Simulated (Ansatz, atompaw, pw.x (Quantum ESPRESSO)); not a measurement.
**From atom to crystal: PAW (atompaw) potential for Ta (Z = 73)**

atompaw 4.2.0.5 input, output lines left out:

```
Ta 73
GGA-PBE scalarrelativistic loggrid 2001 logderivrange -7 5 301
6 6 5 4 0 0
6 0 1.5
6 1 0
5 2 3.5
0 0 0
c
c
c
c
v
v
c
c
c
v
v
c
c
v
c
2
3.00 2.60 2.26 2.90
n
n
y
2.5
n
custom polynom vanderbiltortho sinc
bessel
1.85
3.00
1.60
3.00
3.00
3.00
```

Atomic tests: cutoffs needed: 25 Ry and 45 Ry (the cutoffs (Ry, on a coarse ladder) from which the occupation-weighted sum of valence levels, in a spherical-Bessel basis at the reference potential, stays within 10 and 1 mRy of its value at 400 Ry); ghost test: no extra level below or beside the all-electron valence levels (s, p, d, f tested) (spherical-Bessel basis up to 400 Ry, 20 bohr box); lowest eigenvalue of the overlap operator: 0.43 (s channel).

Crystal test: bcc Ta in pw.x 7.5, no spin, 14³ k-points, Fermi–Dirac smearing 0.01 Ry, cutoffs 55/550 Ry. The reference is all-electron LAPW (Ansatz 0.2.0) with the same functional, mesh and smearing; V0 and B0 come from Birch–Murnaghan fits to the pressures at five volumes. Errors are pseudo minus all-electron; Δ is the rms difference of the E(V) curves that follow from these fits, minima aligned, over ±6 % about the mean V0. Mesh and smearing are coarse, so the numbers serve the comparison and aren't converged zero-temperature values; the lattice is a test structure that the element need not adopt.

All-electron: a0 = 3.321 Å (V0 = 18.31 Å³/atom), B0 = 193.2 GPa.

Task: How far does the potential miss the all-electron equation of state?

Result: mean pressure error (GPa): +4.48; a0 (Å): 3.345; a0 error (%): +0.73; B0 error (%): -0.4; Δ (meV/atom): 17.0. The largest radius (3.00 bohr) exceeds half the bond length (2.71 bohr), so the spheres overlap, which is one possible source of error among others. This is a poor potential for the solid.

```json
{"V (Å³/atom)": "17.282", "P all-electron (GPa)": "12.43", "P pseudo (GPa)": "17.73"}
{"V (Å³/atom)": "17.737", "P all-electron (GPa)": "6.48", "P pseudo (GPa)": "11.34"}
{"V (Å³/atom)": "18.192", "P all-electron (GPa)": "1.22", "P pseudo (GPa)": "5.66"}
{"V (Å³/atom)": "18.647", "P all-electron (GPa)": "-3.44", "P pseudo (GPa)": "0.64"}
{"V (Å³/atom)": "19.102", "P all-electron (GPa)": "-7.57", "P pseudo (GPa)": "-3.86"}
```

Task: At the middle volume, how do free energy and pressure move when the wave cutoff is lowered (ecutrho held at 550 Ry)?

Result:

| cutoff (Ry) | shift of F (meV/atom) | shift of P (GPa) |
| --- | --- | --- |
| 25 | +108.4 | -4.37 |
| 33 | +57.2 | -0.66 |
| 44 | +11.2 | -0.65 |

The run at the middle volume (104 k-points, 8 iterations) took about 11 s on one core of a shared host (Intel(R) Xeon(R) 6975P-C, 192 threads, 378 GiB, load 40).
